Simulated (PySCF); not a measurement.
C2H3F. Atoms are numbered in the order given.

```xyz
6

C      0.1987    -1.1771     0.0000
C     -0.4335    -0.0213     0.0000
F      0.2233     1.1553     0.0000
H      1.2783    -1.2323     0.0000
H     -0.3725    -2.0935     0.0000
H     -1.5067     0.1184     0.0000
```

Coordinates come from a B3LYP-D3(BJ)/def2-TZVP optimisation.

The numbers are results of SMD-B3LYP/6-31G* (PySCF), not measurements.

Solvation free energies are E(SMD) − E(gas) at the gas-phase geometry, for 1 M in both phases. In vacuum the dipole moment is 1.25 D.

```csv
solvent,ΔG(solv) (kcal/mol),its non-electrostatic (CDS) part,dipole (D)
water,1.0,3.7,1.55
methanol,-1.1,1.5,1.54
dichloromethane,-1.8,0.5,1.50
```
